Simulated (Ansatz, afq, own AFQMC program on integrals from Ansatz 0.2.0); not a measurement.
## B$_{2}$H, quartet: AFQMC among the cluster methods

```xyz
3

B     0.0000    0.0000    0.1141
B     0.0000    0.0000   -1.4064
H     0.0000    0.0000    1.2923
```

Connectivity, by distances: BH–B.

Basis 6-31G. Only valence electrons are correlated. AFQMC by an in-house program on the Cholesky factors that Ansatz 0.2.0 writes for its CCSD(T) run. ph-AFQMC/CISD is guided by a CISD state made of CCSD amplitudes; releasing the constraint for a short imaginary time cuts its bias at the price of noise, slowly where states lie close. ± is one standard error of the sampling.

Determinant: UHF, the one that the program's search chose, which needn't be the lowest solution. The geometry is a point of a scan.

Full CI on the same integrals is exact in this basis and with this determinant's frozen core.

Cautions: lower spins were not checked.

The T1 diagnostic is 0.0173, the weight of the determinant in the CISD state is 0.934 and the ⟨S²⟩ of the determinant is 3.755. The size of the correlated space is 7 electrons in 18 orbitals.

Reference: full CI, correlation energy -2.359 eV. The released energy is read at 2.40 1/Eh (meV from the phaseless value at times in 1/Eh: -1.2 ± 1.2 at 0.24, -0.5 ± 1.0 at 0.51, -3.7 ± 0.9 at 0.99, -6.4 ± 1.0 at 1.62, -5.9 ± 1.3 at 2.40).

| level | E − E(reference) (kJ/mol) | share of correlation (%) |
| --- | --- | --- |
| HF | 227.6 | 0.00 |
| MP2 | 60.3 | 73.49 |
| CCSD | 7.3 | 96.78 |
| CCSD(T) | 2.2 | 99.02 |
| CCSDT | 0.5 | 99.77 |
| CCSDT(Q) | 0.1 | 99.94 |
| CCSDTQ | 0.0 | 99.99 |
| ph-AFQMC/HF | 8.8 ± 1.7 | 96.13 |
| ph-AFQMC/CISD | 0.9 ± 0.2 | 99.61 |
| released AFQMC | 0.3 ± 0.1 | 99.86 |

CCSDT and higher add their correlation energy to the determinant of the CCSD(T) run, since their own runs factorise the integrals more tightly (a shift of under 2 meV). A walk keeps the symmetry of its determinant, which the program's search chose and which needn't be the lowest solution, so a lower state of the same spin and another symmetry isn't excluded. Released energies are given only where the last usable release times agree within the noise; a slower fall can still hide under it.
